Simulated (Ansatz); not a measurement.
A calculation with Ansatz (development build ahead of 0.2.0).

```yaml
crystal:
  periodic: [false, false, false]
  atoms:
    - { symbol: S, position_ang: [0.0, 0.0, -0.0957] }
    - { symbol: H, position_ang: [0.0, 0.8938, 0.76557] }
    - { symbol: H, position_ang: [0.0, -0.8938, 0.76557] }
basis:
  gaussian: { orbitals: def2-TZVP }
hamiltonian:
  xc: hf
correlation:
  method: mp2
  frozen_orbitals: { H: 0, S: 5 }
```

The input is written out in the form of the current development build from the run's settings.

Results

| Quantity | Value |
| --- | --- |
| Converged | yes |
| Reference energy | -398.69720 hartree |
| Correlation energy | -0.18000 hartree |
| Total energy | -398.87720 hartree |
| Spin squared of the determinant | 0.000 |
